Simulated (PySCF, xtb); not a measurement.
HN2, SMILES N#[NH+], charge +1.

GFN2-xTB in xtb at its own geometry gives an orbital gap of 5.16 eV.

Coordinates come from a B3LYP-D3(BJ)/def2-TZVPD optimisation. The isomer is the one that the SMILES or the coordinates give; other isomers of the formula were not compared.

**Question.** What does PySCF with PBE0/def2-TZVPD give? (The exact figures need the calculation; the answer reports its results.)

**Answer.** gap 12.23 eV (levels -22.33 and -10.10 eV).
